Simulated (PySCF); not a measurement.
**Static response to an electric field**

Compound: C4H3FO.
Geometry (GFN2-xTB, Å), atoms numbered from 1 in this order:
```
atom  x, y, z in Å
C1    -1.345   -0.099    0.053
C2     0.114    0.038   -0.006
C3     1.315   -0.574   -0.056
F4     1.896   -1.763   -0.078
C5     1.315    0.851   -0.055
O6     1.874    1.901   -0.077
H7    -1.785    0.343   -0.841
H8    -1.642   -1.143    0.125
H9    -1.728    0.452    0.911
```

Level: B3LYP/def2-SVPD (PySCF), static field, nuclei fixed, core orbitals frozen in the response. The polarisability tensor in these axes (au):

```
x   58.62  2.73 -0.95
y    2.73 55.15 -0.10
z   -0.95 -0.10 33.81
```

Question: Diagonalise the tensor; give its mean and Δα, where Δα² is half the sum of the squared differences of the eigenvalues.

Answer: Principal values 33.78, 53.66 and 60.15 au; mean 49.19 au = 7.29 Å³ = 8.11 × 10⁻⁴⁰ C²·m²/J; Δα = 23.80 au (48 % of the mean).

Question: What is the dipole moment, and where does it point?

Answer: (-3.65, -2.35, 0.14) D, 4.34 D in size, pointing from the negative to the positive side. Measured along this direction, the outermost atoms are O6 at the negative end and H8 at the positive end.

Question: Refractivity n − 1 of an ideal gas of it at 400 K and 1 atm, from the electronic α?

Answer: N = p/kT = 1.8347 × 10¹⁹ cm⁻³, so n − 1 = 2π × N × 7.29 × 10⁻²⁴ cm³ = 840 × 10⁻⁶ at long wavelengths, for an ideal gas.

Question: Along which axes do the principal values lie, and how far do the nuclei extend along each?

Answer: Largest value along (0.88, 0.48, -0.03), where the nuclei span 4.55 Å; middle along (-0.48, 0.88, 0.02), 3.70 Å; least along (0.04, 0.00, 1.00), 1.75 Å. The response follows the extents in order.

Question: Give the eigenvalues of the traceless quadrupole moment Θ = ½Σq(3rr − r²1), origin at the centre of nuclear charge.

Answer: -10.70, 4.23, 6.47 D·Å. The values depend on the origin, since the dipole doesn't vanish. The electronic extent ⟨r²⟩ about the same centre is 576 bohr², a root-mean-square distance of 1.91 Å for the 44 electrons.

Question: Find the Langevin capture rate constant for H3+ (3.023 u) meeting this molecule (86.017 u), k = 2.342 × 10⁻⁹ cm³/s × √(α in Å³ / reduced mass in u).

Answer: The reduced mass is 2.92 u, so k = 3.70 × 10⁻⁹ cm³/s. The formula leaves out the permanent dipole, which adds to the capture rate.

Geometry: GFN2-xTB; no solvent, vibrations or thermal averaging.
